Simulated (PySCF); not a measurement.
C3H7O (charge -1).
SMILES with atom numbers: `[CH3:1][CH2:2][CH2:3][O-:4]` (hydrogens: H5, H6, H7 on C1; H8, H9 on C2; H10, H11 on C3)

Computed with PBE0-D3(BJ)/def2-SVP geometry optimisation, gas phase in PySCF.

**Question.** What internal coordinates does the optimisation give?

**Answer.** 
| bond | length (Å) |
| --- | --- |
| C1–C2 | 1.519 |
| C2–C3 | 1.566 |
| C3–O4 | 1.293 |
| C1–H5, C1–H6, C1–H7 | 1.105 |
| C2–H8, C2–H9 | 1.107 |
| C3–H10, C3–H11 | 1.171 |

Bonds in one row agree within 0.01 Å and their mean is given. A selection of angles:
| angle | degrees |
| --- | --- |
| C2–C1–H5 | 110.6 |
| C2–C1–H6 | 110.5 |
| C2–C1–H7 | 113.9 |
| H5–C1–H6 | 106.5 |
| C1–C2–C3 | 115.0 |
| C1–C2–H8 | 111.1 |
| C3–C2–H8 | 106.6 |
| H8–C2–H9 | 105.8 |
| C2–C3–O4 | 115.5 |
| C2–C3–H10 | 102.2 |
| O4–C3–H10 | 117.4 |
| H10–C3–H11 | 99.5 |

Torsions: C1–C2–C3–O4 -178° (antiperiplanar).

The C–C distances run from 1.519 Å (C1–C2, drawn single) to 1.566 Å (C2–C3, drawn single), a spread of 0.047 Å. The 4 heavy atoms lie in one plane (0.009 Å rms). Of the pairs four or more bonds apart, H5···H10 is among the closest relative to their van der Waals radii: 2.46 Å, 103 % of the sum of Bondi's values.

No frequency check.

One conformer stands for the species.
